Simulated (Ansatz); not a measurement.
```yaml
crystal:
  periodic: [false, false, false]
  atoms:
    - {symbol: F, position_ang: [0.768463, -0.272632, 2.047087]}
    - {symbol: C, position_ang: [0.314225, 0.650619, 1.186363]}
    - {symbol: C, position_ang: [-0.051834, 0.319435, -0.030660]}
    - {symbol: C, position_ang: [-0.205604, -0.750444, -0.995150]}
    - {symbol: S, position_ang: [-0.671356, 0.943504, -1.513668]}
    - {symbol: H, position_ang: [0.288656, 1.649991, 1.599168]}
    - {symbol: H, position_ang: [0.682255, -1.154045, -1.471640]}
    - {symbol: H, position_ang: [-1.032604, -1.443527, -0.877100]}
basis:
  gaussian: {orbitals: aug-cc-pVDZ}
hamiltonian: {xc: {name: wB97X-D}}
output: {forces: true}
```

```sh
$ ansatz run in.yaml --threads 2 --pin off --events-out ev --progress --plain --max-ram 4352MiB
```

Shortened log:

```
Error: YAML parse error: error: line 14 column 19: hamiltonian.xc: no functional is named "wB97X-D"; the names, which are not case-sensitive, are SVWN5, SPW92, PBE, PBE0, PBEsol, revPBE, revPBE0, RPBE, rPW86-PBE, HSE06, wPBEh, LC-wPBE, HISS, HF, BLYP, B3LYP, B3LYP5, BHLYP, CAM-B3LYP, r2SCAN, r2SCANh, r2SCAN0, r2SCAN50, m-r2SCAN, B97, wB97, wB97X, wB97X-V, B97M-V, wB97M-V, B2PLYP, B2GP-PLYP, PBE0-DH, PBE-QIDH
12 | basis:
13 |   gaussian: {orbitals: aug-cc-pVDZ}
14 | hamiltonian: {xc: {name: wB97X-D}}
15 | output: {forces: true}
```

Q: What is wrong with this run?

A: The method's name isn't one that the program takes here. The program refused the input.

HSE06 is defined as in plane-wave codes.
